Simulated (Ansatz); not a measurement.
**CHAlP (quartet): from Hartree-Fock to the top rungs, cc-pVDZ**

An exercise on one series of results from a longer session: the logs are not shown, and one member is left open.

The runs use Ansatz 0.2.0, Gaussian basis; cc-pVDZ, core rule «outside noble gas», up to 11 orbitals frozen.

The runs, in order: UHF; CCSD(T) on ROHF; CCSD(T) on UHF; BCCD(T) on ROHF; CISD; CCSDT(Q) on ROHF; CCSDT(Q) on UHF.

26 further runs of the same task are left out: 13 that didn't finish, 13 set aside as unsound or not needed.

**What is computed**

The geometry is a PBE0/def2-TZVP stationary point (not a proven minimum).

4 atoms, charge 0, spin multiplicity 4.

Atoms are counted from 1 here; the program's logs count them from 0.

Bond lengths: C1–Al2 1.897 Å, Al2–P3 2.151 Å, P3–H4 1.441 Å. Angles: C1–Al2–P3 179.8°, Al2–P3–H4 79.7°.

The first run:

File in.yaml:

```yaml
crystal:
  periodic: [false, false, false]
  atoms:
    - {symbol: C, position_ang: [0.000000, 0.039970, 2.541179]}
    - {symbol: Al, position_ang: [0.000000, -0.007874, 0.644798]}
    - {symbol: P, position_ang: [0.000000, -0.053217, -1.505512]}
    - {symbol: H, position_ang: [0.000000, 1.369829, -1.277445]}
basis:
  gaussian: {orbitals: cc-pVDZ}
magnetization: {spin_polarized: true, initial_magnetization: 3}
hamiltonian: {xc: hf}
output: {orbitals: {seedname: orbitals}}
```

Launch:

```bash
> ansatz run in.yaml --threads 1 --pin off --events-out ev --progress --plain --max-ram 2393MiB
```

Among the steps run: UHF; CCSD(T) on ROHF; CCSD(T) on UHF; BCCD(T) on ROHF; CISD; CCSDT(Q) on ROHF; CCSDT(Q) on UHF.

One table of the session follows, with a row left open; its other results are not shown here.

```
   method  from UCCSDT(Q) (kcal/mol)
     ROHF                    +177.88
      UHF                    +176.30
     RMP2                     +34.41
     UMP2                     +34.46
     CISD                     +26.99
    RCCSD                      +9.45
    UCCSD                      +9.36
 RCCSD(T)                      +2.05
 UCCSD(T)                      +2.06
  BCCD(T)                      +2.07
   RCCSDT                          ?
   UCCSDT                      +0.74
RCCSDT(Q)                      +0.12
UCCSDT(Q)                          0
```

**Question.** Estimate the row for RCCSDT.

As computed: from UCCSDT(Q) (kcal/mol): +0.75. In the column «from UCCSDT(Q) (kcal/mol)» it lies between UCCSDT (+0.74) and RCCSD(T) (+2.05).

With the free atoms at the same levels and basis (separate runs), the atomisation energy is 7.054 eV at UCCSDT(Q), 6.995 eV at RCCSD(T), 6.993 eV at UCCSD(T), 5.121 eV at ROHF.

To keep in mind: Restricted and unrestricted rows rest on different reference determinants; where their highest levels disagree by more than a few hundredths of an eV, they describe different states and don't form one ladder.
